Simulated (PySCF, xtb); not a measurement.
propene cation (C₃H₆), SMILES C=CC (connectivity only; charge and spin as stated), charge +1, multiplicity 2.

Harmonic wavenumbers (cm⁻¹) from GFN2-xTB (xtb 6.7.1) at its own minimum, in rising order: 172, 348, 494, 789, 828, 884, 905, 964, 1126, 1178, 1235, 1269, 1293, 1379, 1457, 2839, 2902, 2917, 3007, 3029, 3047.

**Question.** What does r2SCAN-D4/def2-TZVP (PySCF) give at its own minimum? (An estimate is asked for; the answer gives what the named calculation found.)

**Answer.** 113, 174, 415, 742, 864, 907, 964, 1038, 1210, 1270, 1278, 1367, 1410, 1485, 1554, 2902, 2971, 3132, 3143, 3177, 3250. Paired by order, the mean absolute difference is 96 cm⁻¹ and the zero-point energies are 45.8 and 47.7 kcal/mol.
